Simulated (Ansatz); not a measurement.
# C₃H+ (triplet): energies up the ladder

Aim: energies up the ladder, for C₃H+ (triplet), with the cost of each level. Charge +1. Spin multiplicity 3.

Program: Ansatz 0.2.0. Level of theory: the levels named in each step. These are calculated values, not measurements.

### 1 The starting structure

Bond lengths: C1–C2 1.318 Å, C2–C3 1.244 Å, C3–H4 1.053 Å. Angles: C1–C2–C3 180.0°, C2–C3–H4 180.0°.

As a file:

```xyz
4

C     0.0000    0.0000   -1.8734
C     0.0000    0.0000   -0.5557
C     0.0000    0.0000    0.6883
H     0.0000    0.0000    1.7408
```

### 2 A rough first relaxation, PBE-D4/def2-SVP

File input.yaml:

```yaml
crystal:
  periodic: [false, false, false]
  atoms:
    - { symbol: C, position_ang: [0.0, 0.0, -1.87338] }
    - { symbol: C, position_ang: [0.0, 0.0, -0.5557] }
    - { symbol: C, position_ang: [0.0, 0.0, 0.68829] }
    - { symbol: H, position_ang: [0.0, 0.0, 1.74079] }
magnetization:
  spin_polarized: true
  initial_magnetization: 2
total_charge: 1
basis:
  gaussian: { orbitals: def2-SVP }
hamiltonian:
  xc: pbe
  dispersion: d4
relax:
  f_tol: 0.03
  max_steps: 200
```

Run with:

```bash
> ansatz run input.yaml --threads 2 --pin off --max-ram 5120MiB --backend cpu --events-out ev --progress --plain --runs-dir out
```

The runs that follow: Relaxation, PBE0-D4/def2-TZVPP; Frequencies, PBE0-D4/def2-TZVPP; Single point, PBE-D4/def2-TZVPP; Single point, r2SCAN-D4/def2-TZVPP; Single point, B3LYP-D4/def2-TZVPP; Single point, wB97M-V/def2-TZVPP; Single point, B2PLYP/def2-TZVPP; Single point, LDA/def2-TZVPP; Single point, PBE0-D4/def2-SVP; Single point, PBE-D4/def2-SVP; Single point, CCSD(T)/def2-TZVPP; Single point, CCSD(T)/def2-QZVPP.

Before running it: what results should come out? Wanted: C1–C2 at PBE0-D4/def2-TZVPP; C2–C3 at PBE0-D4/def2-TZVPP; frequencies at PBE0-D4/def2-TZVPP; energy at CCSD(T)/CBS.

The runs gave:

| quantity | value |
| --- | --- |
| C1–C2 at PBE0-D4/def2-TZVPP | 1.272 Å |
| C2–C3 at PBE0-D4/def2-TZVPP | 1.254 Å |
| frequencies at PBE0-D4/def2-TZVPP | 285 to 3331 cm⁻¹ |
| energy at CCSD(T)/CBS | -3104.984 eV |

In words: No mode is imaginary, so the geometry is a minimum. These totals serve in differences with atoms or fragments at the same level; alone they don't rank the methods. A T1 diagnostic of 0.069 (charge +1) lies over the usual mark for one of the runs, a hint of some multireference character there. <S²> exceeds the pure value by up to 0.61: some mean fields break spin symmetry, which blurs their results.
